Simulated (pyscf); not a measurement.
Thermochemistry of product channels of H₂N–Si(Cl)(Cl)–Cl (SMILES N[Si](Cl)(Cl)Cl) + H• (SMILES [H]) on the doublet surface, in eV, from ωB97M-D3(BJ)/def2-TZVP energies (ideal gas, 1 atm, RRHO with modes under 100 cm⁻¹ raised to 100, one conformer, R ln 2 for chiral ones without a mode under 150 cm⁻¹). Single points on ωB97X-D3(BJ)/def2-SVP structures (PySCF, gas phase).

```json
[
 {"products": "NH₂• (SMILES [NH2]) + Cl–SiH(Cl)–Cl (SMILES Cl[SiH](Cl)Cl)", "ΔE": "[?]", "ΔH(298 K)": "+0.81", "ΔG(900 K)": "+0.57", "ΔG(1200 K)": "+0.54"},
 {"products": "•HN–Si(Cl)(Cl)–Cl (SMILES [NH][Si](Cl)(Cl)Cl) + H₂ (SMILES [H][H])", "ΔE": "[?]", "ΔH(298 K)": "+0.43", "ΔG(900 K)": "+0.27", "ΔG(1200 K)": "+0.22"}
]
```

**Question.** What belongs in the gaps?

**Answer.** 
- NH₂• (SMILES [NH2]) + Cl–SiH(Cl)–Cl (SMILES Cl[SiH](Cl)Cl), ΔE: +0.77
- •HN–Si(Cl)(Cl)–Cl (SMILES [NH][Si](Cl)(Cl)Cl) + H₂ (SMILES [H][H]), ΔE: +0.50

These are energies of the channels, which say nothing of barriers.
